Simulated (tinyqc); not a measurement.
Worked calculation: RKS/LDA (VWN5) in the sto-3g basis, for H2O, spin multiplicity 1. One step of it, computed by the program tinyqc.

Task: Orthogonalisation. S = U s U^T; symmetric (Loewdin) form X = U s^(-1/2) U^T, so that X^T S X = 1.

overlap S, order 1O 1s, 1O 2s, 1O 2px, 1O 2py, 1O 2pz, 2H 1s, 3H 1s:
$$\begin{pmatrix}
1.000000 & 0.236704 & 0.000000 & 0.000000 & 0.000000 & 0.023759 & 0.023759 \\
0.236704 & 1.000000 & 0.000000 & 0.000000 & 0.000000 & 0.278501 & 0.278501 \\
0.000000 & 0.000000 & 1.000000 & 0.000000 & 0.000000 & 0.000000 & 0.000000 \\
0.000000 & 0.000000 & 0.000000 & 1.000000 & 0.000000 & 0.187569 & -0.187569 \\
0.000000 & 0.000000 & 0.000000 & 0.000000 & 1.000000 & 0.184346 & 0.184346 \\
0.023759 & 0.278501 & 0.000000 & 0.187569 & 0.184346 & 1.000000 & 0.148894 \\
0.023759 & 0.278501 & 0.000000 & -0.187569 & 0.184346 & 0.148894 & 1.000000
\end{pmatrix}$$

Give: eigenvalues of S; X.

Result:

eigenvalues of S: [0.5535, 0.6500, 0.8802, 1.0000, 1.1196, 1.2011, 1.5956]

X, order 1O 1s, 1O 2s, 1O 2px, 1O 2py, 1O 2pz, 2H 1s, 3H 1s:
$$\begin{pmatrix}
1.0229 & -0.1301 & 0.0000 & 0.0000 & -0.0048 & 0.0142 & 0.0142 \\
-0.1301 & 1.0858 & 0.0000 & 0.0000 & 0.0412 & -0.1467 & -0.1467 \\
0.0000 & 0.0000 & 1.0000 & 0.0000 & 0.0000 & 0.0000 & 0.0000 \\
0.0000 & 0.0000 & 0.0000 & 1.0321 & 0.0000 & -0.1116 & 0.1116 \\
-0.0048 & 0.0412 & 0.0000 & 0.0000 & 1.0266 & -0.0951 & -0.0951 \\
0.0142 & -0.1467 & 0.0000 & -0.1116 & -0.0951 & 1.0661 & -0.0546 \\
0.0142 & -0.1467 & 0.0000 & 0.1116 & -0.0951 & -0.0546 & 1.0661
\end{pmatrix}$$
